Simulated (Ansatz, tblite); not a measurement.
**The cluster SnSe2: removing and adding an electron**

Aim: the energy of removing and adding an electron for the cluster SnSe2, by energy differences, and how well orbital energies stand in for it.

Program: Ansatz 0.2.0, Gaussian basis. Level of theory: as each input shows. These are calculated values, not measurements.

Plan: charge +1 doublet, at the geometry of the singlet (PBE0-D4/def2-TZVP, PBE-D4/def2-TZVP, r2SCAN-D4/def2-TZVP); charge -1 doublet, at the geometry of the singlet (PBE0-D4/def2-TZVPD, PBE-D4/def2-TZVPD, r2SCAN-D4/def2-TZVPD); the starting singlet's energies come from earlier runs.

4 further runs of the same task are left out: 4 set aside as unsound or not needed. Runs told in other sessions of the task aren't counted.

**1. The geometry**

The singlet was relaxed beforehand with PBE-D4/def2-TZVP. At that level it is the lowest of the isomers that a small search found.

3 atoms, charge 0, spin multiplicity 1.

Atoms are counted from 1 here; the program's logs count them from 0.

Bond lengths: Sn1–Se2 2.559 Å, Sn1–Se3 2.559 Å, Se2–Se3 2.458 Å. Angles: Se2–Sn1–Se3 57.4°, Sn1–Se2–Se3 61.3°, Sn1–Se3–Se2 61.3°.

Sn takes a core potential in the def2 sets. No spin-orbit coupling is included.

**2. Charge +1 doublet at the fixed geometry, first pass, PBE0-D4/def2-SVP**

in.yaml reads:

```yaml
crystal:
  periodic: [false, false, false]
  atoms:
    - {symbol: Sn, position_ang: [0.467443, 1.281559, -0.615575]}
    - {symbol: Se, position_ang: [0.140244, -0.247470, 1.410601]}
    - {symbol: Se, position_ang: [-0.607687, -1.034089, -0.795036]}
basis:
  gaussian: {orbitals: def2-SVP}
total_charge: 1
magnetization: {spin_polarized: true, initial_magnetization: 1}
hamiltonian: {xc: pbe0, dispersion: d4}
output: {orbitals: {seedname: orbitals}}
```

Started as:

```sh
ansatz run in.yaml --threads 4 --pin off --events-out ev --progress --plain --max-ram 3916MiB
```

Output:

```text
Functional definition: PBE0
  name "PBE0"
  cite "Adamo & Barone, J. Chem. Phys. 110, 6158 (1999) doi:10.1063/1.478522"
  cite "Perdew, Burke & Ernzerhof, Phys. Rev. Lett. 77, 3865 (1996) doi:10.1103/PhysRevLett.77.3865"
  parent pbe
  parameter a = 0.25
  parameter kappa = 0.804
  parameter beta = 0.06672455060314922
  exchange = (1 - a)*pbe_x(kappa = kappa, mu = beta*pi^2/3) + a*exact_x
  correlation = pbe_c(beta = beta)
956 factors; integrals over basis functions are off by at most 6.6e-4 eV
mean field evaluation 1: about -136492.0750 eV, gradient 1.4e1 eV
mean field evaluation 2: about -136490.2291 eV, gradient 2.2e1 eV
mean field evaluation 4: about -136493.6549 eV, gradient 9.0e-1 eV
mean field evaluation 8: about -136493.6710 eV, gradient 8.6e-2 eV
mean field evaluation 16: about -136493.6711 eV, gradient 6.4e-5 eV
mean field -136493.67109278 eV, -5016.0498939263 hartree, gradient 6.4e-5 eV, S^2 0.763689; 0 other end points of the search recorded, 0 dependent functions left out
reference -136493.67111446 eV, -5016.0498947233 hartree; 45, 44 occupied and 45, 46 virtual orbitals, 956 factors
Total energy: -136493.78860334 eV, -5016.0542123598 hartree
```

It took 2.2 s on 4 threads of Arm Neoverse V1, shared host.

From the report: HOMO -12.70 eV, LUMO -9.78 eV (over both spins); ⟨S²⟩ 0.764 (pure: 0.75).

**3. Charge +1 doublet at the fixed geometry, PBE0-D4/def2-TZVP**

start.molden holds the orbitals of an earlier run on this state, given as this run's starting guess.

Changes to in.yaml since step 2:

```diff
@@ -7,3 +7,3 @@
 basis:
-  gaussian: {orbitals: def2-SVP}
+  gaussian: {orbitals: def2-TZVP, initial_orbitals: start.molden}
 total_charge: 1
@@ -11,2 +11,3 @@
 hamiltonian: {xc: pbe0, dispersion: d4}
+scf: {omitted_lower_state_checks: [starts]}
 output: {orbitals: {seedname: orbitals}}
```

Launched as before.

Output, shortened:

```text
Functional definition: PBE0
  name "PBE0"
  cite "Adamo & Barone, J. Chem. Phys. 110, 6158 (1999) doi:10.1063/1.478522"
  cite "Perdew, Burke & Ernzerhof, Phys. Rev. Lett. 77, 3865 (1996) doi:10.1103/PhysRevLett.77.3865"
  parent pbe
[...]
1138 factors; integrals over basis functions are off by at most 8.1e-4 eV
[...]
mean field -136509.96394526 eV, -5016.6486452115 hartree, gradient 2.1e-5 eV, S^2 0.765302; 0 other end points of the search recorded, 0 dependent functions left out
reference -136509.96397106 eV, -5016.6486461595 hartree; 45, 44 occupied and 101, 102 virtual orbitals, 1138 factors
Total energy: -136510.08145994 eV, -5016.6529637961 hartree
Checks for a lower state left out: starts
```

Run time: 4.7 s. Hardware: 4 threads of Arm Neoverse V1, shared host.

HOMO -12.62 eV, LUMO -9.67 eV (over both spins); ⟨S²⟩ 0.765 (pure: 0.75).

**4. Charge +1 doublet at the fixed geometry, PBE-D4/def2-TZVP**

Changes to in.yaml since step 3:

```diff
@@ -10,3 +10,3 @@
 magnetization: {spin_polarized: true, initial_magnetization: 1}
-hamiltonian: {xc: pbe0, dispersion: d4}
+hamiltonian: {xc: pbe, dispersion: d4}
 scf: {omitted_lower_state_checks: [starts]}
```

The command is unchanged.

Output:

```text
Functional definition: PBE
  name "PBE"
  cite "Perdew, Burke & Ernzerhof, Phys. Rev. Lett. 77, 3865 (1996) doi:10.1103/PhysRevLett.77.3865"
  parent pbe
  parameter kappa = 0.804
  parameter beta = 0.06672455060314922
  exchange = pbe_x(kappa = kappa, mu = beta*pi^2/3)
  correlation = pbe_c(beta = beta)
these checks for a lower state are left out or cut short: starts
1162 factors; their error is unknown
mean field evaluation 1: about -136505.9085 eV, gradient 8.2e0 eV
mean field evaluation 2: about -136506.0133 eV, gradient 1.4e-1 eV
mean field evaluation 4: about -136505.9552 eV, gradient 1.1e-3 eV
mean field evaluation 8: about -136505.9552 eV, gradient 1.0e-5 eV
mean field -136505.95521879 eV, -5016.5013272308 hartree, gradient 1.0e-5 eV, S^2 0.756282; 0 other end points of the search recorded, 0 dependent functions left out
reference -136505.95525355 eV, -5016.5013285082 hartree; 45, 44 occupied and 101, 102 virtual orbitals, 1162 factors
Total energy: -136506.09457026 eV, -5016.5064483030 hartree
Checks for a lower state left out: starts
```

Run time: 2.5 s. Hardware: 4 threads of Arm Neoverse V1, shared host.

HOMO -11.40 eV, LUMO -10.47 eV (over both spins); ⟨S²⟩ 0.756 (pure: 0.75).

**5. Charge +1 doublet at the fixed geometry, r2SCAN-D4/def2-TZVP**

Changes to in.yaml since step 4:

```diff
@@ -10,3 +10,3 @@
 magnetization: {spin_polarized: true, initial_magnetization: 1}
-hamiltonian: {xc: pbe, dispersion: d4}
+hamiltonian: {xc: r2scan, dispersion: d4}
 scf: {omitted_lower_state_checks: [starts]}
```

Same command.

Output:

```text
Functional definition: r2SCAN
  name "r2SCAN"
  cite "Furness, Kaplan, Ning, Perdew & Sun, J. Phys. Chem. Lett. 11, 8208 (2020) doi:10.1021/acs.jpclett.0c02405"
  cite "Furness, Kaplan, Ning, Perdew & Sun, J. Phys. Chem. Lett. 11, 9248 (2020) doi:10.1021/acs.jpclett.0c03077"
  parent r2scan
  parameter k0 = 0.174
  parameter k1 = 0.065
  parameter a1 = 4.9479
  exchange = r2scan_x(k0 = k0, k1 = k1, a1 = a1)
  correlation = r2scan_c
these checks for a lower state are left out or cut short: starts
1162 factors; their error is unknown
mean field evaluation 1: about -136526.8126 eV, gradient 6.4e0 eV
mean field evaluation 2: about -136526.8671 eV, gradient 7.7e-2 eV
mean field evaluation 4: about -136526.8077 eV, gradient 2.1e-4 eV
mean field evaluation 8: about -136526.8077 eV, gradient 1.4e-5 eV
mean field -136526.80767997 eV, -5017.2676410450 hartree, gradient 1.4e-5 eV, S^2 0.762551; 0 other end points of the search recorded, 0 dependent functions left out
reference -136526.80769262 eV, -5017.2676415098 hartree; 45, 44 occupied and 101, 102 virtual orbitals, 1162 factors
Total energy: -136526.83161380 eV, -5017.2685205969 hartree
Checks for a lower state left out: starts
```

Run time: 7 s. Hardware: 4 threads of Arm Neoverse V1, shared host.

From the report: HOMO -11.79 eV, LUMO -10.41 eV (over both spins); ⟨S²⟩ 0.763 (pure: 0.75).

**6. Vertical ionisation energy**

Charged state less starting state, singlet to doublet; the starting state's energies are those of its earlier runs.

```
              level  vertical ionisation energy (eV)   time
   PBE-D4/def2-TZVP                            +7.65  3.8 s
r2SCAN-D4/def2-TZVP                            +7.77   11 s
  PBE0-D4/def2-TZVP                            +7.77  7.1 s
```

Times add the two runs; a level without a time comes out of a correlated run.

Beside −ε(HOMO) of the starting state:

```
              level  −ε(HOMO) (eV)  by difference (eV)  mismatch (eV)
   PBE-D4/def2-TZVP           4.85                7.65          -2.80
r2SCAN-D4/def2-TZVP           5.09                7.77          -2.69
  PBE0-D4/def2-TZVP           5.88                7.77          -1.89
```

**7. Charge -1 doublet at the fixed geometry, first pass, PBE0-D4/def2-SVP**

in.yaml reads:

```yaml
crystal:
  periodic: [false, false, false]
  atoms:
    - {symbol: Sn, position_ang: [0.467443, 1.281559, -0.615575]}
    - {symbol: Se, position_ang: [0.140244, -0.247470, 1.410601]}
    - {symbol: Se, position_ang: [-0.607687, -1.034089, -0.795036]}
basis:
  gaussian: {orbitals: def2-SVP}
total_charge: -1
magnetization: {spin_polarized: true, initial_magnetization: 1}
hamiltonian: {xc: pbe0, dispersion: d4}
output: {orbitals: {seedname: orbitals}}
```

Same command.

Output:

```text
Functional definition: PBE0
  name "PBE0"
  cite "Adamo & Barone, J. Chem. Phys. 110, 6158 (1999) doi:10.1063/1.478522"
  cite "Perdew, Burke & Ernzerhof, Phys. Rev. Lett. 77, 3865 (1996) doi:10.1103/PhysRevLett.77.3865"
  parent pbe
  parameter a = 0.25
  parameter kappa = 0.804
  parameter beta = 0.06672455060314922
  exchange = (1 - a)*pbe_x(kappa = kappa, mu = beta*pi^2/3) + a*exact_x
  correlation = pbe_c(beta = beta)
956 factors; integrals over basis functions are off by at most 6.6e-4 eV
mean field evaluation 1: about -136501.5390 eV, gradient 1.5e1 eV
mean field evaluation 2: about -136501.1516 eV, gradient 1.8e1 eV
mean field evaluation 4: about -136502.5331 eV, gradient 7.1e-1 eV
mean field evaluation 8: about -136502.5494 eV, gradient 1.6e-2 eV
mean field evaluation 16: about -136502.5494 eV, gradient 3.7e-5 eV
mean field -136502.54939575 eV, -5016.3761655428 hartree, gradient 3.7e-5 eV, S^2 0.754006; 3 other end points of the search recorded, 0 dependent functions left out
reference -136502.54941552 eV, -5016.3761662693 hartree; 46, 45 occupied and 44, 45 virtual orbitals, 956 factors
Total energy: -136502.67949284 eV, -5016.3809465226 hartree
```

It took 2.8 s on 4 threads of Arm Neoverse V1, shared host.

Report: HOMO 0.73 eV, LUMO 3.12 eV (over both spins); ⟨S²⟩ 0.754 (pure: 0.75). Doubts: highest occupied level lies above zero.

**8. Charge -1 doublet at the fixed geometry, PBE0-D4/def2-TZVPD**

Changes to in.yaml since step 7:

```diff
@@ -7,3 +7,3 @@
 basis:
-  gaussian: {orbitals: def2-SVP}
+  gaussian: {orbitals: def2-TZVPD, initial_orbitals: start.molden}
 total_charge: -1
@@ -11,2 +11,3 @@
 hamiltonian: {xc: pbe0, dispersion: d4}
+scf: {omitted_lower_state_checks: [starts]}
 output: {orbitals: {seedname: orbitals}}
```

The command is unchanged.

Output, shortened:

```text
Functional definition: PBE0
  name "PBE0"
  cite "Adamo & Barone, J. Chem. Phys. 110, 6158 (1999) doi:10.1063/1.478522"
  cite "Perdew, Burke & Ernzerhof, Phys. Rev. Lett. 77, 3865 (1996) doi:10.1103/PhysRevLett.77.3865"
  parent pbe
[...]
1241 factors; integrals over basis functions are off by at most 8.6e-4 eV
[...]
mean field -136519.08424206 eV, -5016.9838099369 hartree, gradient 3.0e-5 eV, S^2 0.754842; 0 other end points of the search recorded, 0 dependent functions left out
reference -136519.08427508 eV, -5016.9838111502 hartree; 46, 45 occupied and 124, 125 virtual orbitals, 1241 factors
Total energy: -136519.21435240 eV, -5016.9885914035 hartree
Checks for a lower state left out: starts
```

It took 7 s on 4 threads of Arm Neoverse V1, shared host; peak memory 0.62 GiB.

From the report: HOMO 0.32 eV, LUMO 2.30 eV (over both spins); ⟨S²⟩ 0.755 (pure: 0.75). Doubts: highest occupied level lies above zero.

**9. Charge -1 doublet at the fixed geometry, PBE-D4/def2-TZVPD**

Changes to in.yaml since step 8:

```diff
@@ -10,3 +10,3 @@
 magnetization: {spin_polarized: true, initial_magnetization: 1}
-hamiltonian: {xc: pbe0, dispersion: d4}
+hamiltonian: {xc: pbe, dispersion: d4}
 scf: {omitted_lower_state_checks: [starts]}
```

Same command.

Output:

```text
Functional definition: PBE
  name "PBE"
  cite "Perdew, Burke & Ernzerhof, Phys. Rev. Lett. 77, 3865 (1996) doi:10.1103/PhysRevLett.77.3865"
  parent pbe
  parameter kappa = 0.804
  parameter beta = 0.06672455060314922
  exchange = pbe_x(kappa = kappa, mu = beta*pi^2/3)
  correlation = pbe_c(beta = beta)
these checks for a lower state are left out or cut short: starts
1250 factors; their error is unknown
mean field evaluation 1: about -136514.7376 eV, gradient 8.2e0 eV
mean field evaluation 2: about -136514.8445 eV, gradient 1.5e-1 eV
mean field evaluation 4: about -136514.8209 eV, gradient 1.5e-3 eV
mean field evaluation 8: about -136514.8209 eV, gradient 8.3e-6 eV
mean field -136514.82087332 eV, -5016.8271340253 hartree, gradient 1.2e-5 eV, S^2 0.753108; 0 other end points of the search recorded, 0 dependent functions left out
reference -136514.82091523 eV, -5016.8271355656 hartree; 46, 45 occupied and 124, 125 virtual orbitals, 1250 factors
Total energy: -136514.97515684 eV, -5016.8328038403 hartree
Checks for a lower state left out: starts
```

Wall time 3.9 s (4 threads of Arm Neoverse V1, shared host).

Report: HOMO 1.17 eV, LUMO 1.56 eV (over both spins); ⟨S²⟩ 0.753 (pure: 0.75). Doubts: highest occupied level lies above zero.

**10. Charge -1 doublet at the fixed geometry, r2SCAN-D4/def2-TZVPD**

Changes to in.yaml since step 9:

```diff
@@ -10,3 +10,3 @@
 magnetization: {spin_polarized: true, initial_magnetization: 1}
-hamiltonian: {xc: pbe, dispersion: d4}
+hamiltonian: {xc: r2scan, dispersion: d4}
 scf: {omitted_lower_state_checks: [starts]}
```

Launched as before.

Output:

```text
Functional definition: r2SCAN
  name "r2SCAN"
  cite "Furness, Kaplan, Ning, Perdew & Sun, J. Phys. Chem. Lett. 11, 8208 (2020) doi:10.1021/acs.jpclett.0c02405"
  cite "Furness, Kaplan, Ning, Perdew & Sun, J. Phys. Chem. Lett. 11, 9248 (2020) doi:10.1021/acs.jpclett.0c03077"
  parent r2scan
  parameter k0 = 0.174
  parameter k1 = 0.065
  parameter a1 = 4.9479
  exchange = r2scan_x(k0 = k0, k1 = k1, a1 = a1)
  correlation = r2scan_c
these checks for a lower state are left out or cut short: starts
1250 factors; their error is unknown
mean field evaluation 1: about -136535.9280 eV, gradient 6.5e0 eV
mean field evaluation 2: about -136535.9828 eV, gradient 7.9e-2 eV
mean field evaluation 4: about -136535.9578 eV, gradient 2.1e-4 eV
mean field evaluation 8: about -136535.9578 eV, gradient 2.1e-5 eV
mean field -136535.95782158 eV, -5017.6039025470 hartree, gradient 2.1e-5 eV, S^2 0.757244; 0 other end points of the search recorded, 0 dependent functions left out
reference -136535.95785833 eV, -5017.6039038976 hartree; 46, 45 occupied and 124, 125 virtual orbitals, 1250 factors
Total energy: -136535.98433794 eV, -5017.6048770051 hartree
Checks for a lower state left out: starts
```

Run time: 9 s. Hardware: 4 threads of Arm Neoverse V1, shared host.

HOMO 0.92 eV, LUMO 1.72 eV (over both spins); ⟨S²⟩ 0.757 (pure: 0.75). Doubts: highest occupied level lies above zero.

**11. Vertical electron affinity**

Starting state less charged state (positive: the electron is bound), singlet to doublet; the starting state's energies are those of its earlier runs.

```
               level  vertical electron affinity (eV)   time
   PBE-D4/def2-TZVPD                            +1.19  5.9 s
r2SCAN-D4/def2-TZVPD                            +1.36   13 s
  PBE0-D4/def2-TZVPD                            +1.33   10 s
```

Times add the two runs; a level without a time comes out of a correlated run.

Beside −ε(LUMO) of the starting state:

```
               level  −ε(LUMO) (eV)  by difference (eV)  mismatch (eV)
   PBE-D4/def2-TZVPD           3.56                1.19          +2.36
r2SCAN-D4/def2-TZVPD           3.50                1.36          +2.15
  PBE0-D4/def2-TZVPD           2.94                1.33          +1.60
```

**12. What came out**

```
                                             quantity                                 value
 vertical ionisation energy, functionals in def2-TZVP  7.65 (PBE-D4) to 7.77 eV (r2SCAN-D4)
vertical electron affinity, functionals in def2-TZVPD  1.19 (PBE-D4) to 1.36 eV (r2SCAN-D4)
```

What this shows: The vertical ionisation energy spans 7.65 to 7.77 eV over the functionals. −ε(HOMO) misses the level's own difference by -1.89 eV at best (PBE0-D4) and -2.80 eV at worst (PBE-D4). The vertical electron affinity spans 1.19 to 1.36 eV over the functionals. The anion's highest level lies above zero where self-interaction lifts it, so diffuse functions weigh on these values. −ε(LUMO) misses the level's own difference by +1.60 eV at best (PBE0-D4) and +2.36 eV at worst (PBE-D4).

The anion's highest level is positive in at least one run, so there the basis alone may hold the extra electron.
